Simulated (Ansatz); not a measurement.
**Molecular dynamics of H9NSi2**

Input file:

```yaml
crystal:
  periodic: [false, false, false]
  atoms:
    - { symbol: Si, position_ang: [-0.358992, 0.097551, -0.07865] }
    - { symbol: H, position_ang: [0.103277, -1.13781, 1.292895] }
    - { symbol: H, position_ang: [0.748178, 0.938447, 0.434643] }
    - { symbol: H, position_ang: [-1.104212, 1.059625, -0.980489] }
    - { symbol: H, position_ang: [-0.047123, -1.012292, -1.011874] }
    - { symbol: "N", position_ang: [-1.847118, -0.115442, 1.119288] }
    - { symbol: H, position_ang: [-2.606212, -0.636821, 0.672172] }
    - { symbol: Si, position_ang: [-2.405645, 1.25009, 2.138693] }
    - { symbol: H, position_ang: [-3.551437, 0.789594, 2.960415] }
    - { symbol: H, position_ang: [-1.251931, 1.608548, 2.993742] }
    - { symbol: H, position_ang: [-2.812544, 2.406621, 1.305898] }
    - { symbol: H, position_ang: [-1.006041, -0.848011, 1.560666] }
basis:
  gaussian: { orbitals: "6-31G*" }
hamiltonian:
  xc: b3lyp
  dispersion: d4
md:
  timestep: 0.5
  n_steps: 200
  ensemble: nve
  temperature: 100.0
  initial_velocities: maxwell_boltzmann
  seed: 2181
```

Launched with:

```bash
$ ansatz run input.yaml --threads 1 --pin off --max-ram 2048MiB --backend cpu --events-out ev --progress --plain --runs-dir out
```

It starts at the highest image of a converged band. Of that band: Neighbouring images differ by up to 1.9 eV, so the band resolves the path poorly. A vibrational analysis at the climbing image gives one clearly imaginary mode, 1464i cm⁻¹: a first-order saddle point.

Output, in part (step lines, the closing report, with atoms numbered from 0):

```
md step     0: t =     0.00 fs  T =   100.0 K  F+E_penalty+E_count = -17390.36041824 eV  E_kin = 0.129260 eV  conserved = -17390.23115824 eV  (23 SCF iters)
md step     1: t =     0.50 fs  T =    98.1 K  F+E_penalty+E_count = -17390.35798085 eV  E_kin = 0.126864 eV  conserved = -17390.23111652 eV  (22 SCF iters)
md step     2: t =     1.00 fs  T =    92.9 K  F+E_penalty+E_count = -17390.35115127 eV  E_kin = 0.120111 eV  conserved = -17390.23103977 eV  (22 SCF iters)
md step     3: t =     1.50 fs  T =    85.2 K  F+E_penalty+E_count = -17390.34107861 eV  E_kin = 0.110134 eV  conserved = -17390.23094474 eV  (22 SCF iters)
md step     4: t =     2.00 fs  T =    76.1 K  F+E_penalty+E_count = -17390.32922284 eV  E_kin = 0.098375 eV  conserved = -17390.23084743 eV  (22 SCF iters)
md step     5: t =     2.50 fs  T =    66.8 K  F+E_penalty+E_count = -17390.31710272 eV  E_kin = 0.086342 eV  conserved = -17390.23076028 eV  (22 SCF iters)
md step     6: t =     3.00 fs  T =    58.3 K  F+E_penalty+E_count = -17390.30609477 eV  E_kin = 0.075404 eV  conserved = -17390.23069104 eV  (22 SCF iters)
md step     7: t =     3.50 fs  T =    51.6 K  F+E_penalty+E_count = -17390.29730362 eV  E_kin = 0.066660 eV  conserved = -17390.23064317 eV  (22 SCF iters)
[... lines left out ...]
Total energy: -17392.03319020 eV, -639.1454309965 hartree
Atom 0 at     0.671043     0.332572    -0.826828 Å, force    -0.878833    -0.251946     0.801561 eV/Å
Atom 1 at     0.762749     0.811458     0.599084 Å, force     0.503997    -0.184532    -0.361324 eV/Å
Atom 2 at     1.850497    -0.303081    -1.461319 Å, force     0.135150     0.065140     0.203131 eV/Å
Atom 3 at     0.190897     1.471869    -1.595603 Å, force     0.002828     0.462195    -0.463571 eV/Å
Atom 4 at    -0.475634    -0.628986    -0.765931 Å, force     0.222063    -0.089217    -0.166107 eV/Å
Atom 5 at    -3.530370    -0.364906     2.351399 Å, force     0.430244    -0.402579     0.919695 eV/Å
Atom 6 at    -3.062756    -1.073378     1.801691 Å, force    -0.121751    -0.329460    -0.521909 eV/Å
Atom 7 at    -2.601468     1.107081     2.298396 Å, force     0.025309     0.099805    -0.966857 eV/Å
Atom 8 at    -3.164171     2.025473     3.302971 Å, force    -0.085722     0.249271     0.050249 eV/Å
Atom 9 at    -1.113168     1.062762     2.468054 Å, force    -0.071820    -0.085479     0.209863 eV/Å
Atom 10 at    -2.818245     1.467556     0.864394 Å, force     0.133644     0.480905     0.186749 eV/Å
Atom 11 at    -3.550949    -0.762930     3.289693 Å, force    -0.295107    -0.014105     0.108520 eV/Å
Dipole moment:     0.269576    -0.221066     0.148951 e Å
```

The steps, from the saved trajectory:

```json
{"time (fs)": "0", "T (K)": "100", "potential energy less start (eV)": "0.000", "conserved less start (meV/atom)": "0.00"}
{"time (fs)": "3", "T (K)": "58", "potential energy less start (eV)": "0.054", "conserved less start (meV/atom)": "0.04"}
{"time (fs)": "6", "T (K)": "55", "potential energy less start (eV)": "0.059", "conserved less start (meV/atom)": "0.04"}
{"time (fs)": "9", "T (K)": "105", "potential energy less start (eV)": "-0.006", "conserved less start (meV/atom)": "0.03"}
{"time (fs)": "12", "T (K)": "203", "potential energy less start (eV)": "-0.132", "conserved less start (meV/atom)": "0.05"}
{"time (fs)": "15", "T (K)": "434", "potential energy less start (eV)": "-0.432", "conserved less start (meV/atom)": "-0.04"}
{"time (fs)": "18", "T (K)": "504", "potential energy less start (eV)": "-0.522", "conserved less start (meV/atom)": "0.00"}
{"time (fs)": "21", "T (K)": "519", "potential energy less start (eV)": "-0.541", "conserved less start (meV/atom)": "0.02"}
{"time (fs)": "24", "T (K)": "610", "potential energy less start (eV)": "-0.660", "conserved less start (meV/atom)": "-0.03"}
{"time (fs)": "27", "T (K)": "594", "potential energy less start (eV)": "-0.639", "conserved less start (meV/atom)": "0.02"}
{"time (fs)": "30", "T (K)": "620", "potential energy less start (eV)": "-0.671", "conserved less start (meV/atom)": "0.02"}
{"time (fs)": "33", "T (K)": "713", "potential energy less start (eV)": "-0.793", "conserved less start (meV/atom)": "-0.02"}
{"time (fs)": "36", "T (K)": "679", "potential energy less start (eV)": "-0.748", "conserved less start (meV/atom)": "0.04"}
{"time (fs)": "39", "T (K)": "788", "potential energy less start (eV)": "-0.890", "conserved less start (meV/atom)": "-0.02"}
{"time (fs)": "42", "T (K)": "884", "potential energy less start (eV)": "-1.014", "conserved less start (meV/atom)": "0.03"}
{"time (fs)": "45", "T (K)": "1015", "potential energy less start (eV)": "-1.182", "conserved less start (meV/atom)": "0.01"}
{"time (fs)": "48", "T (K)": "1206", "potential energy less start (eV)": "-1.429", "conserved less start (meV/atom)": "-0.03"}
{"time (fs)": "51", "T (K)": "1258", "potential energy less start (eV)": "-1.496", "conserved less start (meV/atom)": "0.03"}
{"time (fs)": "54", "T (K)": "1333", "potential energy less start (eV)": "-1.594", "conserved less start (meV/atom)": "-0.05"}
{"time (fs)": "57", "T (K)": "1302", "potential energy less start (eV)": "-1.553", "conserved less start (meV/atom)": "0.01"}
{"time (fs)": "60", "T (K)": "1285", "potential energy less start (eV)": "-1.532", "conserved less start (meV/atom)": "0.04"}
{"time (fs)": "63", "T (K)": "1388", "potential energy less start (eV)": "-1.666", "conserved less start (meV/atom)": "-0.05"}
{"time (fs)": "66", "T (K)": "1371", "potential energy less start (eV)": "-1.643", "conserved less start (meV/atom)": "0.06"}
{"time (fs)": "69", "T (K)": "1475", "potential energy less start (eV)": "-1.778", "conserved less start (meV/atom)": "-0.06"}
{"time (fs)": "72", "T (K)": "1393", "potential energy less start (eV)": "-1.671", "conserved less start (meV/atom)": "0.00"}
{"time (fs)": "75", "T (K)": "1329", "potential energy less start (eV)": "-1.588", "conserved less start (meV/atom)": "0.05"}
{"time (fs)": "78", "T (K)": "1395", "potential energy less start (eV)": "-1.674", "conserved less start (meV/atom)": "-0.05"}
{"time (fs)": "81", "T (K)": "1343", "potential energy less start (eV)": "-1.606", "conserved less start (meV/atom)": "0.04"}
{"time (fs)": "84", "T (K)": "1432", "potential energy less start (eV)": "-1.723", "conserved less start (meV/atom)": "-0.02"}
{"time (fs)": "87", "T (K)": "1445", "potential energy less start (eV)": "-1.738", "conserved less start (meV/atom)": "-0.01"}
{"time (fs)": "90", "T (K)": "1412", "potential energy less start (eV)": "-1.695", "conserved less start (meV/atom)": "0.01"}
{"time (fs)": "93", "T (K)": "1386", "potential energy less start (eV)": "-1.663", "conserved less start (meV/atom)": "-0.03"}
{"time (fs)": "96", "T (K)": "1281", "potential energy less start (eV)": "-1.526", "conserved less start (meV/atom)": "0.06"}
{"time (fs)": "99", "T (K)": "1372", "potential energy less start (eV)": "-1.645", "conserved less start (meV/atom)": "-0.04"}
```

All steps were run. The conserved energy stayed within 0.071 meV per atom of its start (net change -0.053 meV per atom), so the integration is sound. The kinetic energy rose, since the run started high on the potential surface and went downhill. It ends in pieces (H4Si + H5NSi), so much of that is their flight and rotation, not heat. A run of 0.1 ps of so small a system gives no equilibrium averages. The orbitals stay closed-shell, which can raise the energy where a bond breaks towards radicals; this wasn't checked here.

Between its relaxed ends the band would form Si1–N6, H2–H12 and break Si1–H2, N6–H12. These pairs go: Si1–N6 1.92 → 5.31 Å, H2–H12 1.18 → 5.32 Å, Si1–H2 1.90 → 1.51 Å, N6–H12 1.20 → 1.02 Å. In the last frame they stand as before the step (other bonds may differ from the relaxed reactants and products). It ends as H4Si + H5NSi. Pairs count as bonded within 1.25 times the sum of covalent radii (0.12 Å more for H–H).

Last frame:

```xyz
12
Properties=species:S:1:pos:R:3
Si 0.671 0.333 -0.827
H 0.763 0.811 0.599
H 1.851 -0.303 -1.461
H 0.191 1.472 -1.596
H -0.476 -0.629 -0.766
N -3.530 -0.365 2.351
H -3.063 -1.073 1.802
Si -2.602 1.107 2.298
H -3.164 2.026 3.303
H -1.113 1.063 2.468
H -2.818 1.468 0.864
H -3.551 -0.763 3.290
```

Time of the run: 5.8 min on 1 thread of Intel(R) Xeon(R) 6975P-C (Granite Rapids), on a shared host, peak memory 0.16 GiB.
